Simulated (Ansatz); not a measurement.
# C6H12: up Jacob's ladder to CCSD(T)

One table from this session's results is given with a row withheld; the runs are named, their logs left out.

Computed with Ansatz 0.2.0, Gaussian basis. Level: functionals in def2-TZVPP, the program's frozen cores in correlated methods.

Levels to be run: LDA (SPW92), PBE-D4, revPBE-D4, BLYP-D4, r2SCAN-D4, B97M-V, PBE0-D4, B3LYP-D4, r2SCANh-D4, r2SCAN0-D4, HSE06-D4, BHLYP-D4, CAM-B3LYP-D4, LC-ωPBE, ωB97X-V, ωB97M-V, B2PLYP, PBE-QIDH; CCSD(T)/def2-SVP; CCSD(T)/def2-TZVPP; MP2/def2-QZVPP; extrapolation to the limit; RPA on PBE.

### The geometry

The geometry comes from an earlier relaxation with PBE0-D4 in a triple-zeta def2 set; it is a stationary point, not always the lowest conformer.

SMILES `C=C(CC)CC`, 18 atoms, charge 0, spin multiplicity 1.

Atoms are counted from 1 here; the program's logs count them from 0.

Bond lengths: C1–C2 1.330 Å, C1–H7 1.085 Å, C1–H8 1.085 Å, C2–C3 1.503 Å, C2–C5 1.503 Å, C3–C4 1.524 Å, C3–H9 1.093 Å, C3–H10 1.097 Å, C4–H11 1.093 Å, C4–H12 1.092 Å, C4–H13 1.092 Å, C5–C6 1.524 Å, C5–H14 1.093 Å, C5–H15 1.097 Å, C6–H16 1.092 Å, C6–H17 1.092 Å, C6–H18 1.093 Å. Angles: C2–C1–H7 121.5°, C2–C1–H8 121.5°, H7–C1–H8 117.0°, C1–C2–C3 121.2°, C1–C2–C5 121.2°, C3–C2–C5 117.6°, C2–C3–C4 113.8°, C2–C3–H9 108.7°, C2–C3–H10 109.2°, C4–C3–H9 109.7°, C4–C3–H10 108.9°, H9–C3–H10 106.2°, C3–C4–H11 110.9°, C3–C4–H12 110.7°, C3–C4–H13 111.8°, H11–C4–H12 108.0°, H11–C4–H13 107.8°, H12–C4–H13 107.5° and more.

The first run:

The input, in.yaml:

```yaml
crystal:
  periodic: [false, false, false]
  atoms:
    - {symbol: C, position_ang: [-0.985376, -1.616275, -0.995927]}
    - {symbol: C, position_ang: [-0.372374, -0.611622, -0.377052]}
    - {symbol: C, position_ang: [0.712697, -0.864534, 0.631103]}
    - {symbol: C, position_ang: [2.042312, -0.205671, 0.282142]}
    - {symbol: C, position_ang: [-0.740080, 0.817428, -0.660396]}
    - {symbol: C, position_ang: [-1.199642, 1.589758, 0.570867]}
    - {symbol: H, position_ang: [-0.721046, -2.649721, -0.797807]}
    - {symbol: H, position_ang: [-1.772036, -1.439037, -1.721812]}
    - {symbol: H, position_ang: [0.852328, -1.943875, 0.733374]}
    - {symbol: H, position_ang: [0.384773, -0.503317, 1.613272]}
    - {symbol: H, position_ang: [2.396810, -0.536430, -0.697217]}
    - {symbol: H, position_ang: [2.805363, -0.460338, 1.020886]}
    - {symbol: H, position_ang: [1.961425, 0.883513, 0.256690]}
    - {symbol: H, position_ang: [-1.526130, 0.833831, -1.419862]}
    - {symbol: H, position_ang: [0.122466, 1.332122, -1.100552]}
    - {symbol: H, position_ang: [-1.496353, 2.605711, 0.301321]}
    - {symbol: H, position_ang: [-0.408417, 1.667346, 1.320178]}
    - {symbol: H, position_ang: [-2.056711, 1.101090, 1.040795]}
basis:
  gaussian: {orbitals: def2-TZVPP}
hamiltonian: {xc: lda}
output: {orbitals: {seedname: orbitals}}
```

On the command line:

```
$ ansatz run in.yaml --threads 2 --pin off --events-out ev --progress --plain --max-ram 31744MiB --backend cuda --devices 0, --max-vram 18GiB
```

Among the steps run: LDA; PBE-D4 (GGA); revPBE-D4 (GGA); BLYP-D4 (GGA); r2SCAN-D4 (meta-GGA); B97M-V (meta-GGA); PBE0-D4 (hybrid); B3LYP-D4 (hybrid); r2SCANh-D4 (hybrid); r2SCAN0-D4 (hybrid); HSE06-D4 (hybrid); BHLYP-D4 (hybrid); CAM-B3LYP-D4 (range-separated); LC-ωPBE (range-separated); ωB97X-V (range-separated); ωB97M-V (range-separated); B2PLYP (double hybrid); PBE-QIDH (double hybrid).

One table of the session follows, with a row left open; its other results are not shown here.

It belongs to the step «Orbital energies across the functionals». 

| functional | HOMO (eV) | LUMO (eV) | gap (eV) |
| --- | --- | --- | --- |
| LDA (SPW92) | -6.09 | -0.73 | 5.36 |
| PBE-D4 | -5.92 | -0.51 | 5.41 |
| revPBE-D4 | -5.85 | -0.42 | 5.43 |
| BLYP-D4 | -5.77 | -0.39 | 5.38 |
| r2SCAN-D4 | -6.10 | -0.24 | 5.86 |
| B97M-V | ? | ? | ? |
| PBE0-D4 | -7.02 | 0.51 | 7.53 |
| B3LYP-D4 | -6.81 | 0.27 | 7.08 |
| r2SCANh-D4 | -6.52 | 0.13 | 6.64 |
| r2SCAN0-D4 | -7.15 | 0.67 | 7.82 |
| HSE06-D4 | -6.62 | 0.13 | 6.75 |
| BHLYP-D4 | -7.98 | 1.59 | 9.57 |
| CAM-B3LYP-D4 | -8.35 | 1.62 | 9.97 |
| LC-ωPBE | -9.73 | 2.81 | 12.54 |
| ωB97X-V | -9.35 | 2.70 | 12.06 |
| ωB97M-V | -9.26 | 2.52 | 11.79 |

**Question.** Estimate the row for B97M-V.

**Answer.** HOMO (eV): -6.14; LUMO (eV): -0.22; gap (eV): 5.91. In the column «HOMO (eV)» it lies between r2SCANh-D4 (-6.52) and r2SCAN-D4 (-6.10).
